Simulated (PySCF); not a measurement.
Cartesian coordinates (Å):
```xyz
4

Si     0.0003    -0.0013     0.3397
H     -0.4967     1.3182    -0.1077
H      1.3894    -0.2284    -0.1155
H     -0.8931    -1.0885    -0.1165
```
Charge 0, spin multiplicity 2.

Problem. What is the computed dipole moment, highest occupied spin orbital and total energy (PySCF 2.14.0 with CAM-B3LYP-D3(BJ)/def2-TZVP)?

Solution. 
```yaml
dipole_moment: 0.07 D
highest_occupied_spin_orbital: -7.59 eV
total_energy: -291.2400 Ha
```
